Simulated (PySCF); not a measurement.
Gas-phase reaction: 3 SiCl2 + 5 F = 2 SiCl3F + SiF3

Energies from PySCF, thermal terms from the rigid-rotor harmonic-oscillator model, ideal gas at 1 bar. † marks an energy on the PBE0/def2-TZVP geometry and frequencies; other levels use their own. MP2 freezes the core. Open shells (unrestricted): F (multiplicity 2, electronic degeneracy 6), SiF3 (multiplicity 2); the rest are closed-shell singlets. Spin-orbit splitting is ignored; it lowers the true energy and changes the entropy of F. B3LYP is the form with VWN-RPA correlation. MP2 isn't extrapolated to the basis-set limit; its ΔH°(298 K) is -2611.1 kJ in def2-SVP and -2807.0 kJ in def2-TZVPP. The harmonic model lacks anharmonicity and excited electronic states, which grow with temperature; levels with a mode under 35 cm⁻¹ are left out.

| level | ΔE electronic, kJ | ΔH°(298 K), kJ | ΔS°(298 K), J/K | ΔG°(2500 K), kJ |
|---|---|---|---|---|
| B3LYP/def2-TZVP† | -2592 | -2565 | -702 | -815 |
| MP2/def2-SVP† | -2638 | -2611 | -702 | -861 |
| PBE/def2-SVP | -2631 | -2605 | -697 | -872 |
| LDA/def2-TZVP† | -3092 | -3064 | -702 | -1314 |
| ωB97X-V/def2-TZVP† | -2696 | -2669 | -702 | -919 |
ΔH° is lowest at LDA/def2-TZVP† and highest at B3LYP/def2-TZVP†. No reference value is set beside these.
